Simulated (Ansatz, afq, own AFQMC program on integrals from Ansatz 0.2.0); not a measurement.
# Ru⁺, quartet: AFQMC among the cluster methods

A free Ru cation.

Basis def2-SVP with its core potentials. Only valence electrons are correlated. AFQMC by an in-house program on the Cholesky factors that Ansatz 0.2.0 writes for its CCSD(T) run. The CISD trial takes its coefficients from CCSD amplitudes. Released means that phaseless walkers are propagated on without the constraint, phases kept. Uncertainties: one standard error, sampling alone. No spin–orbit coupling. The metal's outer-core s and p shells are frozen, which shifts wave-function levels against functionals.

Determinant: UHF, the one that the program's search chose, which needn't be the lowest solution.

Full CI on the same integrals is exact in this basis and with this determinant's frozen core.

Cautions: no spin-orbit coupling; outer-core shells of the metal frozen; the released energies have errors that jump between times, so the bars are unsure, so no released level is given (meV from the phaseless value at times in 1/Eh: -3.1 ± 1.2 at 0.60, -5.9 ± 1.0 at 1.20, -6.3 ± 1.0 at 2.00, -13 ± 6 at 3.00, -11.5 ± 1.9 at 4.20), though the last usable value meets full CI within the noise.

The T1 diagnostic is 0.0041. The weight of the determinant in the CISD state is 0.963, the ⟨S²⟩ of the determinant is 3.755 and the size of the correlated space is 7 electrons in 27 orbitals.

```tsv
level	correlation energy (eV)
MP2	-2.6056
CCSD	-2.7907
CCSD(T)	-2.8460
```

Question: Estimate where phaseless AFQMC with a CISD trial lies against CCSD(T) on the same integrals.

Answer: 0.7 ± 1.0 meV below CCSD(T). The gap is under twice the noise, so this walk alone can't tell the two apart.

Reference: full CI, correlation energy -2.856 eV.

| level | E − E(reference) (meV) | share of correlation (%) |
| --- | --- | --- |
| CCSD(T) | 9.9 | 99.65 |
| CCSDT | 0.8 | 99.97 |
| CCSDT(Q) | 0.1 | 99.99 |
| CCSDTQ | -0.4 | 100.01 |
| ph-AFQMC/CISD | 9.3 ± 1.0 | 99.68 |

CCSDT and higher add their correlation energy to the determinant of the CCSD(T) run, since their own runs factorise the integrals more tightly (a shift of under 2 meV). A walk keeps the symmetry of its determinant, which the program's search chose and which needn't be the lowest solution, so a lower state of the same spin and another symmetry isn't excluded.
